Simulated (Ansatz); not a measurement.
C3H5F2 can be A, `F[CH]CCF`•, or B, `C[C](F)CF`•.

Program: Ansatz. Geometries: PBE0-D4/def2-TZVP. ΔE: electronic, gas phase. CCSD(T)/CBS adds triple-zeta CCSD(T) − MP2 to the extrapolated MP2 energy (def2 sets, frozen cores). Functionals use def2-TZVPP. B3LYP here is the variant with VWN-RPA as its local correlation; programs differ in this. No spin–orbit coupling; open shells (•) take unrestricted orbitals. Each species was taken in one conformer, which may not be the lowest.

Problem. Which is lower in electronic energy at CCSD(T)/CBS, and by how much? (Estimate.)

Solution. Computed: B, by 4.4 kcal/mol.

Problem. Give E(B) − E(A) in kcal/mol with ωB97M-V, r2SCAN-D4, MP2/def2-TZVPP, PBE0-D4, CCSD/def2-TZVPP, CCSD(T)/def2-SVP, B3LYP. (Best estimate.)

Solution. Ansatz gave: ωB97M-V -5.4, r2SCAN-D4 -6.0, MP2/def2-TZVPP -3.9, PBE0-D4 -5.5, CCSD/def2-TZVPP -4.0, CCSD(T)/def2-SVP -3.6, B3LYP -5.8. None reverses the order clearly.

Problem. Does the order hold for the free energy at 298.15 K (harmonic terms from PBE0-D4)? (Best estimate.)

Solution. The calculation gave: Yes: G(B) − G(A) = -4.8 kcal/mol, for one conformer each.

Largest T1 diagnostic: 0.014.

From r2SCAN to r2SCAN0 (25 % exact exchange), in def2-TZVPP and without D4, E(B) − E(A) moves by +0.7 kcal/mol. At CCSD(T), def2-SVP lies +0.8 kcal/mol from the extrapolated value and def2-TZVPP +0.2 kcal/mol.
